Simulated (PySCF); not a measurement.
**How the method changes the constants of HF**

State: ¹Σ⁺ (singlet), closed shell. Set-up: basis H def2-TZVPPD, F def2-TZVPPD; no relativity; PySCF 2.14. De refers to H + F in their high-spin ground configurations, without counterpoise correction. A positive dipole means H(−)F(+).

```tsv
Level	Re (Å)	ωe (cm⁻¹)	De (eV)	μ (D)
RHF	0.898	4466	4.21	-1.89
RHF-MP2	0.920	4124	6.21	n/a
RHF-SCS-MP2	0.920	4121	6.10	n/a
RHF-CCSD	0.916	4169	5.94	n/a
RHF-CCSD(T)	0.919	4124	6.02	n/a
PBE	0.931	3968	6.17	-1.77
revPBE	0.931	3967	6.00	-1.75
PW91	0.930	3975	6.19	-1.77
BP86	0.932	3957	6.28	-1.77
r²SCAN	0.921	4085	6.00	-1.79
M06-L	0.916	4135	5.85	-1.75
PBE0	0.918	4149	5.94	-1.81
B97-3	0.917	4168	5.99	-1.80
CAM-B3LYP	0.922	4107	6.08	-1.83
```

(1) Which functional lies closest to RHF-CCSD(T) in De, which farthest, and by how much do they differ from it?

(2) What does a quarter of exact exchange do here, going from PBE to PBE0?

(3) What does the step from GGA to meta-GGA do here, going from PBE to r²SCAN?

Correlated steps freeze 1 core orbital. Where the molecule has an RHF reference, its open-shell atoms are computed with UHF.

The whole job (state search and all levels along the bond) took about 0.7 min on 1 thread of Intel Xeon 6975P-C (shared host), peak memory 0.78 GiB.

## Answers

(1) Closest is revPBE (+1.2 pm in Re, -3.8 % in ωe, -0.02 eV in De against RHF-CCSD(T) in the same basis), farthest BP86 (+1.3 pm in Re, -4.0 % in ωe, +0.26 eV in De). CCSD(T) converges more slowly with the basis than the functionals do and binds too weakly in this one, so the order can change at the basis-set limit.

(2) PBE0 less PBE: -1.3 pm in Re, +4.6 % in ωe, -0.23 eV in De. Exact exchange removes part of the self-interaction that spreads semilocal densities, and in most molecules shortens and stiffens the bond and lowers De; so it does here.

(3) r²SCAN less PBE: -1.0 pm in Re, +2.9 % in ωe, -0.17 eV in De.
